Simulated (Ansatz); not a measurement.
A calculation with Ansatz (development build ahead of 0.2.0).

```yaml
crystal:
  periodic: [false, false, false]
  atoms:
    - { symbol: C, position_ang: [0.00048, 0.0071, -1.30075] }
    - { symbol: C, position_ang: [-0.00514, 0.00466, -0.00721] }
    - { symbol: C, position_ang: [-0.0098, 0.00185, 1.30847] }
    - { symbol: H, position_ang: [-0.00554, -0.94252, -1.86888] }
    - { symbol: H, position_ang: [-0.0048, 0.92844, -1.87222] }
    - { symbol: H, position_ang: [-0.92937, 0.00659, 1.87614] }
    - { symbol: H, position_ang: [0.94666, -0.00082, 1.87625] }
basis:
  gaussian: { orbitals: STO-3G }
hamiltonian:
  xc: hf
correlation:
  method: mp2
  frozen_orbitals: { C: 1, H: 0 }
```

The input is written out in the form of the current development build from the run's settings.

The run gave:

```json
{
 "Converged": "yes",
 "Reference energy": "-114.41912 hartree",
 "Correlation energy": "-0.18411 hartree",
 "Total energy": "-114.60323 hartree",
 "Spin squared of the determinant": "0.000"
}
```
